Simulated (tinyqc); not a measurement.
Worked calculation: ROHF in the sto-3g basis, for LiH+, spin multiplicity 2. One step of it, computed by the program tinyqc.

Problem. Iteration 2: building the Fock matrix. J_ij = sum D_kl (ij|kl) with D = D(alpha) + D(beta), K_ij = sum D_kl (ik|jl) for each spin; F = H + J - K(s); E = tr D H + tr D J / 2 - 0.5 sum_s tr D(s) K(s) + E_nn.

D(alpha) after iteration 1, order 1Li 1s, 1Li 2s, 1Li 2px, 1Li 2py, 1Li 2pz, 2H 1s:
$$\begin{pmatrix}
1.016586 & -0.047119 & 0.000000 & 0.000000 & -0.036531 & -0.095200 \\
-0.047119 & 0.150334 & 0.000000 & 0.000000 & 0.098103 & 0.254019 \\
0.000000 & 0.000000 & 0.000000 & 0.000000 & 0.000000 & 0.000000 \\
0.000000 & 0.000000 & 0.000000 & 0.000000 & 0.000000 & 0.000000 \\
-0.036531 & 0.098103 & 0.000000 & 0.000000 & 0.064052 & 0.165854 \\
-0.095200 & 0.254019 & 0.000000 & 0.000000 & 0.165854 & 0.429459
\end{pmatrix}$$

D(beta) after iteration 1, order 1Li 1s, 1Li 2s, 1Li 2px, 1Li 2py, 1Li 2pz, 2H 1s:
$$\begin{pmatrix}
0.994295 & 0.010748 & 0.000000 & 0.000000 & 0.001255 & 0.002641 \\
0.010748 & 0.000116 & 0.000000 & 0.000000 & 0.000014 & 0.000029 \\
0.000000 & 0.000000 & 0.000000 & 0.000000 & 0.000000 & 0.000000 \\
0.000000 & 0.000000 & 0.000000 & 0.000000 & 0.000000 & 0.000000 \\
0.001255 & 0.000014 & 0.000000 & 0.000000 & 0.000002 & 0.000003 \\
0.002641 & 0.000029 & 0.000000 & 0.000000 & 0.000003 & 0.000007
\end{pmatrix}$$

core Hamiltonian H = T + V (hartree), order 1Li 1s, 1Li 2s, 1Li 2px, 1Li 2py, 1Li 2pz, 2H 1s:
$$\begin{pmatrix}
-4.742080 & -1.065594 & 0.000000 & 0.000000 & -0.016612 & -0.319129 \\
-1.065594 & -1.398622 & 0.000000 & 0.000000 & -0.123533 & -0.708853 \\
0.000000 & 0.000000 & -1.138149 & 0.000000 & 0.000000 & 0.000000 \\
0.000000 & 0.000000 & 0.000000 & -1.138149 & 0.000000 & 0.000000 \\
-0.016612 & -0.123533 & 0.000000 & 0.000000 & -1.237444 & -0.850829 \\
-0.319129 & -0.708853 & 0.000000 & 0.000000 & -0.850829 & -1.471596
\end{pmatrix}$$

Two-electron integrals (ij|kl) in chemists' order, unique and non-zero (hartree):
```
(11|11) 1.680395   (21|11) 0.265420   (21|21) 0.049941   (22|11) 0.397727
(22|21) 0.092860   (22|22) 0.290562   (31|31) 0.008981   (32|31) 0.013788
(32|32) 0.064184   (33|11) 0.396640   (33|21) 0.092880   (33|22) 0.290497
(33|33) 0.312946   (41|41) 0.008981   (42|41) 0.013788   (42|42) 0.064184
(43|43) 0.016869   (44|11) 0.396640   (44|21) 0.092880   (44|22) 0.290497
(44|33) 0.279207   (44|44) 0.312946   (51|51) 0.008981   (52|51) 0.013788
(52|52) 0.064184   (53|53) 0.016869   (54|54) 0.016869   (55|11) 0.396640
(55|21) 0.092880   (55|22) 0.290497   (55|33) 0.279207   (55|44) 0.279207
(55|55) 0.312946   (61|11) 0.075194   (61|21) 0.014215   (61|22) 0.026872
(61|33) 0.026555   (61|44) 0.026555   (61|51) 0.001678   (61|52) 0.003237
(61|55) 0.027518   (61|61) 0.004422   (62|11) 0.154621   (62|21) 0.036426
(62|22) 0.117930   (62|33) 0.112152   (62|44) 0.112152   (62|51) 0.005953
(62|52) 0.034158   (62|55) 0.129360   (62|61) 0.012338   (62|62) 0.076269
(63|31) 0.003137   (63|32) 0.014008   (63|53) 0.005451   (63|63) 0.005899
(64|41) 0.003137   (64|42) 0.014008   (64|54) 0.005451   (64|64) 0.005899
(65|11) 0.185318   (65|21) 0.044168   (65|22) 0.148637   (65|33) 0.138741
(65|44) 0.138741   (65|51) 0.009275   (65|52) 0.052243   (65|55) 0.168244
(65|61) 0.015649   (65|62) 0.105839   (65|65) 0.149418   (66|11) 0.334585
(66|21) 0.080278   (66|22) 0.283333   (66|33) 0.258858   (66|44) 0.258858
(66|51) 0.015647   (66|52) 0.106480   (66|55) 0.331860   (66|61) 0.028611
(66|62) 0.225980   (66|65) 0.326607   (66|66) 0.774606
```

nuclear repulsion = 1.00795659 hartree

Give: Coulomb J; exchange K(alpha); exchange K(beta); F(alpha); F(beta); total energy of this density.

Solution.

Coulomb J (hartree), order 1Li 1s, 1Li 2s, 1Li 2px, 1Li 2py, 1Li 2pz, 2H 1s:
$$\begin{pmatrix}
3.7148 & 0.6150 & 0.0000 & 0.0000 & 0.0146 & 0.1794 \\
0.6150 & 1.0813 & 0.0000 & 0.0000 & 0.0914 & 0.5092 \\
0.0000 & 0.0000 & 1.0617 & 0.0000 & 0.0000 & 0.0000 \\
0.0000 & 0.0000 & 0.0000 & 1.0617 & 0.0000 & 0.0000 \\
0.0146 & 0.0914 & 0.0000 & 0.0000 & 1.1136 & 0.6529 \\
0.1794 & 0.5092 & 0.0000 & 0.0000 & 0.6529 & 1.3012
\end{pmatrix}$$

exchange K(alpha) (hartree), order 1Li 1s, 1Li 2s, 1Li 2px, 1Li 2py, 1Li 2pz, 2H 1s:
$$\begin{pmatrix}
1.6867 & 0.2704 & 0.0000 & 0.0000 & 0.0027 & 0.0814 \\
0.2704 & 0.1869 & 0.0000 & 0.0000 & 0.1481 & 0.2635 \\
0.0000 & 0.0000 & 0.0294 & 0.0000 & 0.0000 & 0.0000 \\
0.0000 & 0.0000 & 0.0000 & 0.0294 & 0.0000 & 0.0000 \\
0.0027 & 0.1481 & 0.0000 & 0.0000 & 0.1823 & 0.3047 \\
0.0814 & 0.2635 & 0.0000 & 0.0000 & 0.3047 & 0.5944
\end{pmatrix}$$

exchange K(beta) (hartree), order 1Li 1s, 1Li 2s, 1Li 2px, 1Li 2py, 1Li 2pz, 2H 1s:
$$\begin{pmatrix}
1.6769 & 0.2692 & 0.0000 & 0.0000 & 0.0010 & 0.0777 \\
0.2692 & 0.0519 & 0.0000 & 0.0000 & 0.0003 & 0.0151 \\
0.0000 & 0.0000 & 0.0093 & 0.0000 & 0.0000 & 0.0000 \\
0.0000 & 0.0000 & 0.0000 & 0.0093 & 0.0000 & 0.0000 \\
0.0010 & 0.0003 & 0.0000 & 0.0000 & 0.0093 & 0.0019 \\
0.0777 & 0.0151 & 0.0000 & 0.0000 & 0.0019 & 0.0049
\end{pmatrix}$$

F(alpha) (hartree), order 1Li 1s, 1Li 2s, 1Li 2px, 1Li 2py, 1Li 2pz, 2H 1s:
$$\begin{pmatrix}
-2.7140 & -0.7210 & 0.0000 & 0.0000 & -0.0047 & -0.2211 \\
-0.7210 & -0.5042 & 0.0000 & 0.0000 & -0.1802 & -0.4632 \\
0.0000 & 0.0000 & -0.1059 & 0.0000 & 0.0000 & 0.0000 \\
0.0000 & 0.0000 & 0.0000 & -0.1059 & 0.0000 & 0.0000 \\
-0.0047 & -0.1802 & 0.0000 & 0.0000 & -0.3062 & -0.5026 \\
-0.2211 & -0.4632 & 0.0000 & 0.0000 & -0.5026 & -0.7648
\end{pmatrix}$$

F(beta) (hartree), order 1Li 1s, 1Li 2s, 1Li 2px, 1Li 2py, 1Li 2pz, 2H 1s:
$$\begin{pmatrix}
-2.7042 & -0.7197 & 0.0000 & 0.0000 & -0.0030 & -0.2174 \\
-0.7197 & -0.3692 & 0.0000 & 0.0000 & -0.0324 & -0.2148 \\
0.0000 & 0.0000 & -0.0857 & 0.0000 & 0.0000 & 0.0000 \\
0.0000 & 0.0000 & 0.0000 & -0.0857 & 0.0000 & 0.0000 \\
-0.0030 & -0.0324 & 0.0000 & 0.0000 & -0.1332 & -0.1999 \\
-0.2174 & -0.2148 & 0.0000 & 0.0000 & -0.1999 & -0.1753
\end{pmatrix}$$

total energy of this density = -7.592844 hartree
